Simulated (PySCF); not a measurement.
## Adding and removing an electron: SiP

PBE0; Si x2c-SVPall, P x2c-SVPall; spin-free X2C with a Gaussian nucleus (PySCF 2.14). Neutral (UKS): doublet (π ↑), Re = 2.078 Å, ωe = 640 cm⁻¹, De = 3.56 eV, HOMO -6.78 eV, LUMO -4.63 eV.

SiP⁺ (UKS): triplet (π ↑↑), Re = 2.233 Å, ωe = 505 cm⁻¹, De = 2.93 eV to Si⁺ + P. The energies at the minima are -631.71568 hartree for SiP and -631.39129 for SiP⁺.

Question: Work out the adiabatic ionisation energy, without and with harmonic zero-point energies (1 hartree = 27.2114 eV, 1 eV = 8065.5 cm⁻¹), and the change of the bond length.

Answer: At PBE0: 0.32439 hartree = 8.827 eV between the minima; the zero-point term (505.0 − 640.0)/2 cm⁻¹ = -0.008 eV makes it 8.819 eV. Re changes by +15.5 pm against the neutral. The electron leaves a π orbital, and the longer bond of the ion fits a bonding orbital, or a change in how ionic the bond is.

For an ion De counts to the pair picked by the measured ionisation energies or electron affinities, which need not be the lowest pair at this level. States were picked by a PBE0 search and need not be the measured ground states.
